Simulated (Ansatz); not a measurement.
Input file:

```yaml
crystal:
  periodic: [false, false, false]
  atoms:
    - {symbol: Cl, position_ang: [-0.838694, 0.017719, 0.000000]}
    - {symbol: H, position_ang: [0.440106, 0.017719, 0.000000]}
    - {symbol: O, position_ang: [1.707306, 0.017719, 0.000000]}
    - {symbol: H, position_ang: [1.959165, -0.922231, 0.000000]}
basis:
  gaussian: {orbitals: cc-pVDZ}
magnetization: {spin_polarized: false, initial_magnetization: 1}
correlation: {method: ccsdt_q, electrons: outside_noble_gas}
```

```sh
$ ansatz run in.yaml --threads 1 --pin off --events-out ev --progress --plain --max-ram 2393MiB
```

The program prints:

```
740 factors; integrals over basis functions are off by at most 1.9e-7 eV
mean field evaluation 1: about -14568.2221 eV, gradient 2.1e1 eV
mean field evaluation 2: about -14568.2375 eV, gradient 2.1e1 eV
mean field evaluation 4: about -14569.9507 eV, gradient 3.1e0 eV
mean field evaluation 8: about -14570.1579 eV, gradient 6.1e-1 eV
mean field evaluation 16: about -14570.1630 eV, gradient 2.0e-6 eV
mean field evaluation 32: about -14570.2515 eV, gradient 2.8e-4 eV
mean field evaluation 64: about -14570.1630 eV, gradient 1.4e-2 eV
mean field evaluation 96: about -14570.2499 eV, gradient 5.1e-2 eV
mean field evaluation 128: about -14566.2969 eV, gradient 4.0e1 eV
mean field evaluation 160: about -14567.9460 eV, gradient 1.3e1 eV
...
cycle  12  -9.66287879 eV  change    9.5e-7 eV  update   4.6e-5
cycle  13  -9.66288357 eV  change   -4.8e-6 eV  update   2.5e-5
cycle  14  -9.66289029 eV  change   -6.7e-6 eV  update   1.8e-5
cycle  15  -9.66289446 eV  change   -4.2e-6 eV  update   1.3e-5
cycle  16  -9.66289861 eV  change   -4.1e-6 eV  update   9.4e-6
cycle  17  -9.66290153 eV  change   -2.9e-6 eV  update   5.0e-6
cycle  18  -9.66290314 eV  change   -1.6e-6 eV  update   2.8e-6
cycle  19  -9.66290360 eV  change   -4.5e-7 eV  update   1.5e-6
cycle  20  -9.66290451 eV  change   -9.1e-7 eV  update   9.1e-7
cycle  21  -9.66290523 eV  change   -7.2e-7 eV  update   5.9e-7
perturbative correction -0.01812754 eV, -0.0006661746 hartree
Total energy: -14579.84407121 eV, -535.7993870436 hartree
```

For the same geometry and basis UCCSDT(Q) lies 0.7 meV lower.

Ran on 1 thread of Arm Neoverse V2, shared host: 43 s wall, 0.75 GiB peak host memory.
